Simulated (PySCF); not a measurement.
An unknown is described by computed data only.

Elements present: C, H and N. Monoisotopic mass: 132.0436 u.

| Quantity | Value |
| --- | --- |
| 13C NMR | chemical shifts (computed TMS as zero) by class: 158.3 (4 C), 157.5 (2 C) ppm [GIAO PBE0/pcSseg-2] |
| Rotational structure | rotational constants A, B, C: 3.280, 1.409, 0.986 GHz [PBE0-D3(BJ)/def2-TZVP] |
| Dipole | 0.00 D [PBE0/pcSseg-2] |
| NMR, other nuclei | isotropic shieldings of nuclei other than C and H, by class: -131 (4 N) ppm [GIAO PBE0/pcSseg-2] |
| 1H NMR | chemical shifts (computed TMS as zero) by class: 9.44 (4 H) ppm [GIAO PBE0/pcSseg-2] |

Gas-phase values; electronic properties from PySCF, density fitting. Levels stand in brackets. Geometry: PBE0-D3(BJ)/def2-TZVP; no solvent, vibrations or thermal averaging. NMR values are class means; diastereotopic atoms form classes of their own.

Question: Which formula fits the mass and the elements?

Answer: C6H4N4 (calculated 132.0436). No other formula that holds each of these elements comes within 0.0003 u with a fitting electron parity and a possible valence count.

Question: What is the compound? Reason from the data.

Answer: Numbering: `[cH:1]1[cH:2][n:3][c:4]2[n:5][cH:6][cH:7][n:8][c:9]2[n:10]1`. Its formula, C6H4N4, gives 7 degrees of unsaturation: 2 rings and 5 π bonds in the structure found (Kekulé form). 6 carbons fall into 2 classes; from least to most shielded: aromatic CH next to a ring nitrogen [C1/C2/C6/C7] (158.3 ppm, 4 C), ring-fusion aromatic carbon [C4/C9] (157.5 ppm, 2 C). All hydrogens form one class (9.44 ppm): aromatic hydrogen. The other shieldings belong to: -131 ppm, pyridine-type nitrogen [N3/N5/N8/N10]. The vanishing dipole is forced by symmetry. The optimised geometry has point group D2h and is an asymmetric top. Structure: 1,4,5,8-tetraazanaphthalene, `c1cnc2nccnc2n1`. The assignments are read from this structure; whether some other isomer fits the data as well wasn't checked.
